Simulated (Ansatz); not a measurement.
We consider CsCl-type TlCl, described by PBEsol+SOC in Ansatz (plane waves, PAW).

Run with plane-wave cutoff 520 eV, 10×10×10 k mesh, Fermi–Dirac smearing 0.01 eV, PAW data made under PBE.

The cell is scaled about its equilibrium volume:

| V (Å³/atom) | P (GPa) | direct gap at Γ (eV) | smallest gap on the k mesh (eV) |
|---|---|---|---|
| 24.967 | 2.25 | 8.675 | 0.896 |
| 25.499 | 1.41 | 8.497 | 1.009 |
| 26.030 | 0.67 | 8.326 | 1.115 |
| 26.561 | 0.02 | 8.161 | 1.215 |
| 27.092 | -0.56 | 8.002 | 1.308 |
| 27.624 | -1.07 | 7.848 | 1.395 |
| 28.155 | -1.52 | 7.700 | 1.477 |

The fundamental gap (1.22 eV at the equilibrium volume, with added k points) lies elsewhere than Γ–Γ.

Ansatz is an electronic-structure program.
